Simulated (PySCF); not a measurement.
Species: OF₂.
Structure used (PBE0-D3(BJ)/def2-SVP), in Å, numbered top down from 1:
```xyz
3
OF2 angstrom
F     -1.0932    0.2571    0.0000
O      0.2641    0.5005    0.0000
F      0.8292   -0.7576    0.0000
```

Method used: PySCF 2.14.0, PBE0-D3(BJ)/def2-SVP geometry optimisation, gas phase.

Masses are those of the commonest isotopes; rigid-rotor values at the optimised geometry. 

(1) Give the principal moments of inertia and the rotational constants in MHz.

(2) What kind of rotor is it?

(3) List the rotational levels J(Ka,Kc) to J = 3 (MHz).

(4) Which types of transition are allowed, and where do some lines up to J = 4 fall?

Results:

(1) Ia = 8.11, Ib = 44.89, Ic = 53.00 u·Å²; 505379 MHz·u·Å²/I gives A = 62307, B = 11259, C = 9536 MHz.

(2) A near-prolate asymmetric top. Ray's parameter κ = (2B − A − C)/(A − C) = -0.935; −1 is the prolate and +1 the oblate limit.

(3) Above 0(0,0):
J = 1: 1(0,1) 20795, 1(1,1) 71843, 1(1,0) 73566
J = 2: 2(0,2) 62343, 2(1,2) 111710, 2(1,1) 116880, 2(2,1) 270023, 2(2,0) 270066
J = 3: 3(0,3) 124558, 3(1,3) 171485, 3(1,2) 181824, 3(2,2) 332409, 3(2,1) 332624, 3(3,1) 591983, 3(3,0) 591983
Those of J = 1 are B + C, A + C and A + B.

(4) The dipole components are |μa| = 0.00 D, |μb| = 0.22 D, |μc| = 0.00 D; the symmetry axis of this C2v structure is b, so μa and μc vanish by symmetry and there are no a-type or c-type lines. Some lines, for components of 0.1 D or more:

```csv
type,branch,"J(Ka,Kc)",MHz,lower level (cm⁻¹)
b,R,"4(0,4) ← 3(1,3)",35826,5.720
b,R,"1(1,1) ← 0(0,0)",71843,0.000
b,R,"2(1,2) ← 1(0,1)",90915,0.694
b,R,"3(1,3) ← 2(0,2)",109142,2.080
b,R,"4(1,4) ← 3(0,3)",126578,4.155
b,Q,"3(2,1) ← 3(1,2)",150800,6.065
b,Q,"2(2,0) ← 2(1,1)",153186,3.899
b,Q,"2(2,1) ← 2(1,2)",158313,3.726
b,Q,"3(2,2) ← 3(1,3)",160924,5.720
b,Q,"4(2,3) ← 4(1,4)",164421,8.377
b,R,"2(2,1) ← 1(1,0)",196457,2.454
b,R,"3(2,1) ← 2(1,2)",220913,3.726
b,R,"4(2,3) ← 3(1,2)",233733,6.065
b,Q,"4(3,2) ← 4(2,3)",259691,13.861
b,R,"3(3,1) ← 2(2,0)",321916,9.008
b,R,"3(3,0) ← 2(2,1)",321960,9.007
b,R,"4(3,1) ← 3(2,2)",342843,11.088
b,Q,"4(4,0) ← 4(3,1)",363284,22.524
b,Q,"4(4,1) ← 4(3,2)",363289,22.524
b,R,"4(4,1) ← 3(3,0)",446553,19.746
```

Whether it is a minimum is left open (no frequencies). No vibrational averaging or centrifugal distortion is included, and the geometry carries the error of its method.
